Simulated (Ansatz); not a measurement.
Input file:

```yaml
crystal:
  periodic: [false, false, false]
  atoms:
    - {symbol: W, position_ang: [0.000000, 0.000000, 0.000000]}
    - {symbol: B, position_ang: [0.000000, 0.000000, 1.962218]}
basis:
  gaussian: {orbitals: def2-SVP}
magnetization: {spin_polarized: false, initial_magnetization: 1}
hamiltonian: {xc: hf}
accuracy: high
output: {orbitals: {seedname: orbitals}}
```

```sh
$ ansatz run in.yaml --threads 1 --pin off --events-out ev --progress --plain --max-ram 2393MiB
```

Output:

```
928 factors; integrals over basis functions are off by at most 2.8e-9 eV
mean field evaluation 1: about -2466.7580 eV, gradient 2.6e1 eV
mean field evaluation 2: about -2466.8516 eV, gradient 2.6e1 eV
mean field evaluation 4: about -2469.1785 eV, gradient 2.6e0 eV
mean field evaluation 8: about -2469.4010 eV, gradient 1.5e0 eV
mean field evaluation 16: about -2469.5284 eV, gradient 2.6e-5 eV
mean field evaluation 32: about -2469.5404 eV, gradient 2.3e-8 eV
mean field evaluation 64: about -2468.9450 eV, gradient 1.0e-1 eV
mean field evaluation 96: about -2464.1747 eV, gradient 1.8e1 eV
mean field evaluation 128: about -2469.5098 eV, gradient 5.7e-1 eV
mean field evaluation 160: about -2469.5267 eV, gradient 4.4e-1 eV
mean field evaluation 192: about -2469.0182 eV, gradient 2.1e0 eV
mean field evaluation 224: about -2468.1926 eV, gradient 5.5e-1 eV
mean field evaluation 256: about -2468.7230 eV, gradient 9.6e-1 eV
mean field evaluation 288: about -2468.1238 eV, gradient 4.4e-1 eV
mean field evaluation 320: about -2467.9597 eV, gradient 7.8e-1 eV
mean field evaluation 352: about -2468.2405 eV, gradient 1.4e0 eV
mean field evaluation 384: about -2466.6467 eV, gradient 4.3e0 eV
mean field evaluation 416: about -2467.2957 eV, gradient 1.7e1 eV
mean field evaluation 448: about -2468.7590 eV, gradient 4.0e-1 eV
mean field evaluation 480: about -2467.8092 eV, gradient 1.4e1 eV
mean field evaluation 512: about -2468.1956 eV, gradient 4.6e-1 eV
mean field evaluation 544: about -2467.8940 eV, gradient 2.2e0 eV
mean field evaluation 576: about -2468.9216 eV, gradient 1.4e0 eV
mean field evaluation 608: about -2469.2431 eV, gradient 1.9e0 eV
mean field evaluation 640: about -2460.3758 eV, gradient 3.5e1 eV
mean field evaluation 672: about -2468.8931 eV, gradient 2.8e-3 eV
mean field evaluation 704: about -2468.9039 eV, gradient 2.6e-2 eV
mean field evaluation 736: about -2462.5010 eV, gradient 7.9e0 eV
mean field -2469.54038757 eV, -90.7539353285 hartree, gradient 2.5e-8 eV, S^2 0.750000; 13 other end points of the search recorded, 0 dependent functions left out
reference -2469.54038757 eV, -90.7539353285 hartree; 10, 9 occupied and 36, 37 virtual orbitals, 928 factors
Total energy: -2469.54038757 eV, -90.7539353285 hartree
```

Ran on 1 thread of Arm Neoverse N1, shared host: 8 s wall, 0.1 GiB peak host memory.
